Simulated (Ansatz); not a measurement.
The same path of C₃H₂F₂O (8 atoms, charge 0, multiplicity 1) was run twice with different band settings. Lost on the way: C5–H8. Made: O6–H8.

Level of theory: Ansatz 0.2.0, UKS PBE-D4/STO-3G.

Relaxed end points:

```xyz
8
Properties=species:S:1:pos:R:3
F 0.656 -1.891 0.511
C 0.703 -0.520 0.312
F 1.985 -0.059 0.572
C -0.111 0.111 -0.873
C -0.935 0.677 0.052
O -0.356 0.216 1.284
H -0.020 0.082 -1.965
H -1.831 1.327 0.052
```

```xyz
8
Properties=species:S:1:pos:R:3
F 0.653 -1.710 0.618
C 0.496 -0.397 0.203
F 1.568 0.351 0.697
C -0.162 -0.018 -1.105
C -1.313 0.633 -0.660
O -0.855 0.196 0.938
H 0.231 -0.202 -2.112
H -0.524 1.090 1.366
```

Common settings: movable images 9; climbing image yes; spring 5.0 eV/Å²; start path through a guess of the saddle point; force threshold 0.05 eV/Å; iteration limit 60; end points relaxed.

| run | optimiser |
| --- | --- |
| 1 | quadratic models (default) |
| 2 | lbfgs |

**Question.** What does each run give, and how far can it be trusted?

**Answer.** Run 1: converged after 10 iterations, highest image 3.879 eV above the first end. Neighbouring images differ by up to 1.4 eV, so the band resolves the path poorly. A vibrational analysis at the climbing image gives one clearly imaginary mode, 1368i cm⁻¹: a first-order saddle point.
Run 2: converged after 53 iterations, highest image 3.879 eV above the first end. Neighbouring images differ by up to 1.2 eV, so the band resolves the path poorly. Another band between the same ends (9 images) ends at a top of the same energy, where a vibrational analysis finds 1 clearly imaginary mode.
The orbitals stay closed-shell, which can raise the energy where a bond breaks towards radicals; this wasn't checked here. Limits of this set-up: minimal basis.
